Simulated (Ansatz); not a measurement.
# SiHF2 radical: single points off equilibrium

How do the functionals fare away from a minimum? The structure is a structure displaced at random from a GFN2-xTB minimum.

Computed with Ansatz 0.2.0, Gaussian basis. Level: single points in def2-TZVPP.

Cores are frozen in the correlated methods. Orbitals are unrestricted.

### Step 1. The system as given

SMILES `F[SiH]F`, 4 atoms, charge 0, spin multiplicity 2.

Atoms are counted from 1 here; the program's logs count them from 0.

Bond lengths: F1–Si2 1.594 Å, Si2–F3 1.586 Å, Si2–H4 1.435 Å. Angles: F1–Si2–F3 101.3°, F1–Si2–H4 107.7°, F3–Si2–H4 108.7°.

As a file:

```xyz
4
charge 0, multiplicity 2
F     1.22820    0.63370   -0.41080
Si   -0.03040   -0.33790   -0.29890
F    -1.22390    0.70530   -0.25800
H     0.04280   -1.00340    0.97030
```

### Step 2. CCSD(T)/def2-TZVPP

run/in.yaml reads:

```yaml
crystal:
  periodic: [false, false, false]
  atoms:
    - {symbol: F, position_ang: [1.228200, 0.633700, -0.410800]}
    - {symbol: Si, position_ang: [-0.030400, -0.337900, -0.298900]}
    - {symbol: F, position_ang: [-1.223900, 0.705300, -0.258000]}
    - {symbol: H, position_ang: [0.042800, -1.003400, 0.970300]}
basis:
  gaussian: {orbitals: def2-TZVPP}
magnetization: {spin_polarized: true, initial_magnetization: 1}
correlation: {method: ccsd_t}
scf: {omitted_lower_state_checks: [cluster_reference]}
output: {forces: true}
```

No record of the launch command was kept for these runs.

### Step 3. PBE0-D4/def2-TZVPP

run/in.yaml, as its differences from that of step 2:

```diff
@@ -10,4 +10,3 @@
 magnetization: {spin_polarized: true, initial_magnetization: 1}
-correlation: {method: ccsd_t}
-scf: {omitted_lower_state_checks: [cluster_reference]}
-output: {forces: true}
+hamiltonian: {xc: pbe0, dispersion: d4}
+output: {forces: true, orbitals: {seedname: orbitals}}
```

### Step 4. wB97M-V/def2-TZVPP

run/in.yaml, as its differences from that of step 3:

```diff
@@ -10,3 +10,3 @@
 magnetization: {spin_polarized: true, initial_magnetization: 1}
-hamiltonian: {xc: pbe0, dispersion: d4}
-output: {forces: true, orbitals: {seedname: orbitals}}
+hamiltonian: {xc: {name: wB97M-V}}
+output: {forces: true}
```

### Step 5. r2SCAN-D4/def2-TZVPP

run/in.yaml, as its differences from that of step 4:

```diff
@@ -10,3 +10,3 @@
 magnetization: {spin_polarized: true, initial_magnetization: 1}
-hamiltonian: {xc: {name: wB97M-V}}
+hamiltonian: {xc: r2scan, dispersion: d4}
 output: {forces: true}
```

### Step 6. PBE-D4/def2-TZVPP

run/in.yaml, as its differences from that of step 5:

```diff
@@ -10,3 +10,3 @@
 magnetization: {spin_polarized: true, initial_magnetization: 1}
-hamiltonian: {xc: r2scan, dispersion: d4}
+hamiltonian: {xc: pbe, dispersion: d4}
 output: {forces: true}
```

### Step 7. B97M-V/def2-TZVPP

run/in.yaml, as its differences from that of step 6:

```diff
@@ -10,3 +10,3 @@
 magnetization: {spin_polarized: true, initial_magnetization: 1}
-hamiltonian: {xc: pbe, dispersion: d4}
+hamiltonian: {xc: {name: B97M-V}}
 output: {forces: true}
```

### Step 8. LC-wPBE/def2-TZVPP

run/in.yaml, as its differences from that of step 7:

```diff
@@ -10,3 +10,3 @@
 magnetization: {spin_polarized: true, initial_magnetization: 1}
-hamiltonian: {xc: {name: B97M-V}}
+hamiltonian: {xc: {name: LC-wPBE}}
 output: {forces: true}
```

(Steps that only read results are left out.)

What does the calculation give? Wanted: energy less free atoms, CCSD(T)/def2-TZVPP; RMS force component; RMS force error; HOMO and LUMO, PBE0-D4; T1 diagnostic.

As calculated:

| quantity | value |
| --- | --- |
| energy less free atoms, CCSD(T)/def2-TZVPP | -331.5 kcal/mol |
| RMS force component | 0.486 to 0.641 eV/Å over the methods |
| RMS force error | PBE0-D4 0.074, wB97M-V 0.134, r2SCAN-D4 0.076, PBE-D4 0.383, B97M-V 0.140, LC-wPBE 0.053 eV/Å |
| HOMO and LUMO, PBE0-D4 | -7.09 and -2.85 eV |
| T1 diagnostic | 0.014 |

In words: Against CCSD(T) the functionals' energies less atoms differ by -13.3 to -3.5 kcal/mol, PBE-D4 by -13.3 kcal/mol. The reference is not at the basis limit: in triple zeta CCSD(T) underbinds, which counts against methods that bind more; the gaps are no ranking. The forces of LC-wPBE come nearest to CCSD(T), those of PBE-D4 are farthest. Frozen-core CCSD(T) forces in triple zeta carry basis errors of their own, and this is one geometry, so small gaps rank nothing.
